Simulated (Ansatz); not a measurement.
# BH5N2: a dynamics run in two tries

The task is a short trajectory.

All numbers below are computed with Ansatz 0.2.0 (RKS PBE0/def2-SVP).

**1. The system as given**

No two atoms stand within bonding distance.

Coordinates:

```xyz
8

B    -0.6558    1.3795   -2.8293
N    -2.1122    1.4025    6.8986
H    -4.5441  -18.2874   19.2898
H     8.6359    7.2488    8.2340
H     8.2300    1.8903  -27.3669
N     1.4278   -0.8752   -3.4093
H   -26.6896   -3.2572   -5.2927
H    -0.2502    0.9950  -13.5133
```

**2. First try**

input.yaml reads:

```yaml
crystal:
  periodic: [false, false, false]
  atoms:
    - { symbol: B, position_ang: [-0.65575, 1.379458, -2.829289] }
    - { symbol: "N", position_ang: [-2.112211, 1.402544, 6.898623] }
    - { symbol: H, position_ang: [-4.544069, -18.28743, 19.289788] }
    - { symbol: H, position_ang: [8.635883, 7.248842, 8.234034] }
    - { symbol: H, position_ang: [8.229957, 1.890321, -27.366863] }
    - { symbol: "N", position_ang: [1.427784, -0.875173, -3.409294] }
    - { symbol: H, position_ang: [-26.689613, -3.257182, -5.292739] }
    - { symbol: H, position_ang: [-0.250159, 0.994963, -13.513279] }
basis:
  gaussian: { orbitals: def2-SVP }
hamiltonian:
  xc: pbe0
md:
  timestep: 0.5
  n_steps: 25
  ensemble: nve
  temperature: 1000.0
  initial_velocities: maxwell_boltzmann
  seed: 160720
  temperature_schedule: [{ n_steps: 10, end_temperature: 100.0 }]
```

Launch:

```
$ ansatz run input.yaml --threads 1 --pin off --max-ram 2048MiB --backend cpu --events-out ev --progress --plain --runs-dir out
```

Before running it: what results should come out? Wanted: first try.

As calculated:

| quantity | value |
| --- | --- |
| first try | refused |
| cause | a temperature schedule needs a thermostat, and a run at constant energy has none |

The fault in the first input was caught at the input check and cost nothing.
